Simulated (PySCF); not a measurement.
Compound: C4H6O.
Z-matrix (Å and degrees, PBE0-D3(BJ)/def2-SVP geometry), rows numbered from 1:
```
O 
C   1  1.4039
C   2  1.5120  1  112.59
C   3  1.5065  2  121.55  1    89.33
C   4  1.2974  3   64.18  2   107.75
H   1  0.9631  2  107.27  3   -55.21
H   2  1.1104  1  112.31  3   123.26
H   2  1.1028  1  106.07  3  -120.22
H   3  1.1042  2  112.19  1   -59.07
H   4  1.0873  3  146.42  5   177.90
H   5  1.0872  3  145.61  4  -177.97
```

The calculation used core-valence-separated Tamm–Dancoff BHandHLYP/aug-pcX-1 (pcseg-1 on H) in PySCF, non-relativistic, gas phase, PBE0-D3(BJ)/def2-SVP geometry. The energies are unshifted.

**Question.** Give energies, oscillator strengths and core holes at the O K edge.

**Answer.** 
| E (eV) | f | core hole on | main final orbital |
| --- | --- | --- | --- |
| 532.05 | 0.0197 | O1 | LUMO (41 %) |
| 533.81 | 0.0138 | O1 | LUMO+1 (34 %) |
| 534.26 | 0.0028 | O1 | LUMO+3 (47 %) |
| 534.46 | 0.0070 | O1 | LUMO+4 (30 %) |
| 534.54 | 0.0054 | O1 | LUMO+4 (44 %) |
| 534.90 | 0.0062 | O1 | LUMO+1 (45 %) |
| 535.28 | 0.0008 | O1 | LUMO+2 (30 %) |

The first line with a tenth or more of the strongest one's intensity is at 532.05 eV (f = 0.020), with the hole on O1 (alcohol oxygen). It is also the strongest listed.

**Question.** List the carbon K-edge absorption lines.

**Answer.** 
```
E (eV)       f  core hole on        main final orbital                 polarisation
282.82  0.1185       C4 + C5  LUMO (2 roots, f summed)                            –
285.38  0.0005            C3               LUMO (71 %)                            –
286.19  0.0121            C4             LUMO+1 (59 %)  in the local trigonal plane
286.31  0.0095            C5             LUMO+2 (77 %)  in the local trigonal plane
286.42  0.0189            C2               LUMO (63 %)                            –
286.54  0.0166            C3             LUMO+4 (37 %)                            –
286.67  0.0337            C3                    spread                            –
287.00  0.0114            C2             LUMO+3 (35 %)                            –
287.13  0.0006            C4             LUMO+2 (48 %)                            –
287.15  0.0180            C3                    spread                            –
287.22  0.0284            C2                    spread                            –
287.23  0.0006            C5             LUMO+1 (67 %)                            –
287.32  0.0040            C5             LUMO+3 (44 %)  in the local trigonal plane
287.35  0.0172            C3                    spread                            –
287.35  0.0065            C4                    spread  in the local trigonal plane
287.45  0.0033            C3             LUMO+2 (33 %)                            –
287.51  0.0034            C4             LUMO+4 (56 %)                        mixed
```

The first line with a tenth or more of the strongest one's intensity is at 282.82 eV (f = 0.118, sum of 2), with the hole on C4 + C5 (alkene CH carbon). It is also the strongest listed.

Roots within 0.03 eV whose holes lie on the same, on equivalent or on shared atoms are summed into one line, and the highest roots are left out, as the search may have cut off their partners. Final orbitals are the ground state's empty Kohn–Sham orbitals. A dash: too weak, shared between unlike atoms, or no plane or axis to refer to.

**Question.** What are the wavelength and the wavenumber of the 532.05 eV line?

**Answer.** λ = 12398.42 eV Å/532.05 eV = 23.303 Å; 4.2913 × 10⁶ cm⁻¹.

Only the lowest roots of each edge were sought.

One conformer stands for the species.
